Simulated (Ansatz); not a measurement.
The same path of BH4N + H (7 atoms, charge 0, multiplicity 2) was run twice with different band settings. Lost on the way: B1–H2. Made: H2–H7.

These are results of UKS B3LYP/def2-mTZVP in Ansatz 0.2.0, not measurements.

Relaxed end points:

```xyz
7
Properties=species:S:1:pos:R:3
B -0.009 0.110 -0.322
H 0.124 -0.112 0.841
H 0.911 0.412 -1.016
N -1.275 0.014 -0.886
H -2.102 -0.234 -0.362
H -1.466 0.192 -1.861
H -0.097 -0.383 3.995
```

```xyz
7
Properties=species:S:1:pos:R:3
B -0.160 -0.066 -0.649
H 0.260 -0.296 2.817
H 0.846 0.418 -1.057
N -1.391 0.029 -1.259
H -2.231 -0.394 -0.889
H -1.559 0.530 -2.126
H 0.322 -0.220 3.553
```

Common settings: movable images 7; climbing image yes; spring 5.0 eV/Å²; optimiser quadratic models (default); start path through a guess of the saddle point; iteration limit 60; end points relaxed.

| run | force threshold |
| --- | --- |
| 1 | 0.05 eV/Å |
| 2 | 0.5 eV/Å |

(1) What does each run give, and how far can it be trusted?

## Answers

(1) Run 1: converged after 21 iterations, highest image 0.361 eV above the first end. A vibrational analysis at the climbing image gives one clearly imaginary mode, 905i cm⁻¹: a first-order saddle point.
Run 2: converged after 8 iterations, highest image 0.400 eV above the first end. The threshold of 0.5 eV/Å is loose, so the images may lie well off the minimum-energy path. The order of the stationary point at the top wasn't checked.
